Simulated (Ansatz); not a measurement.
Abridged output of a molecular run in Ansatz:

```
Functional definition: HF
798 factors; integrals over basis functions are off by at most 1.2e-3 eV
mean field evaluation 1: about -23802.8930 eV, gradient 1.4e1 eV
mean field evaluation 2: about -23802.8963 eV, gradient 1.4e1 eV
mean field evaluation 4: about -23804.1007 eV, gradient 9.8e-1 eV
mean field evaluation 8: about -23804.1072 eV, gradient 6.2e-4 eV
mean field -23804.10717924 eV, -874.7848038336 hartree, gradient 1.5e-6 eV, S^2 0.000000; 0 other end points of the search recorded, 0 dependent functions left out
15 core orbitals not correlated: weight in the atoms' cores, before any rotation towards them, 1.000 or more for the frozen orbitals, at most 0.000 for the correlated occupied ones
reference -23804.10717924 eV, -874.7848038336 hartree; 9, 9 occupied and 60, 60 virtual orbitals, 798 factors
second order -7.85478886 eV of doubles, -0.00000000 eV of singles
cycle   1  -9.04238321 eV  change    -1.2e0 eV  update   8.4e-2
cycle   2  -9.47261757 eV  change   -4.3e-1 eV  update   2.9e-2
cycle   3  -9.49509083 eV  change   -2.2e-2 eV  update   7.5e-3
cycle   4  -9.49250983 eV  change    2.6e-3 eV  update   2.8e-3
cycle   5  -9.49170918 eV  change    8.0e-4 eV  update   9.4e-4
cycle   6  -9.49156514 eV  change    1.4e-4 eV  update   3.5e-4
cycle   7  -9.49156837 eV  change   -3.2e-6 eV  update   1.3e-4
cycle   8  -9.49159491 eV  change   -2.7e-5 eV  update   4.9e-5
cycle   9  -9.49159857 eV  change   -3.7e-6 eV  update   1.7e-5
perturbative correction -0.25951277 eV, -0.0095369182 hartree
Total energy: -23813.85829057 eV, -875.1431505655 hartree
```

Its atoms:

```xyz
9

Al    0.8228    0.4602    1.7791
Si   -0.7716    0.1315   -0.0584
P     0.1301   -1.2701   -1.5970
H     1.4711   -0.8075    2.4823
H     1.2301    1.9146    2.2714
H    -1.2416    1.4090   -0.6679
H    -1.9827   -0.5763    0.4551
H    -0.7729   -0.9217   -2.6368
H     1.1147   -0.3397   -2.0277
```

Which basis set was used?
A. def2-SVP
B. def2-QZVPP
C. def2-TZVPP
D. cc-pV(T+d)Z

A. It gives 84 functions.

Write the keys of the input that set method, charge and spin (a neutral closed shell needs none for the last two).


```yaml
correlation: {method: ccsd_t}
```
